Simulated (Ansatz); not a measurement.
Elastic constant C12 (GPa) of solids drawn from the class of silicides and borides, at two levels: PBE in Ansatz (PAW), and LDA (plane waves, PAW; Ansatz, an electronic-structure program).

| solid | PBE | LDA |
|---|---|---|
| AlB2-type ZrB2 | 55.9 | 60.5 |
| AlB2-type TiB2 | 67.9 | 76.0 |
| AlB2-type MgB2 | 58.2 | 65.1 |
| antifluorite Mg2Si | 23.0 | ? |
| AlB2-type HfB2 | 65.2 | 70.6 |
| C11b MoSi2 | 109 | 123 |

Q: Estimate the withheld LDA value from the other rows.

A: One way: carry over the typical ratio. The ratios LDA / PBE of the other rows, in order: 1.082, 1.083, 1.119, 1.119, 1.128; median 1.119. Antifluorite Mg2Si: 23.0 × 1.119 = 25.7 GPa; the run gives 26.4 GPa. The ratios spread from 1.082 to 1.128, so such an estimate is rough. Antifluorite Mg2Si lies outside that spread.

Over all 6 rows LDA is the larger in 6.

Ansatz's runs of these crystals have no spin polarisation.

Spin–orbit coupling is left out, also for the solids with elements from indium on (AlB2-type HfB2); its size isn't shown.

Each level is taken at its own relaxed cell. Ansatz's density-functional and Hartree–Fock values are scalar-relativistic unless marked +SOC, with PAW data made under PBE.
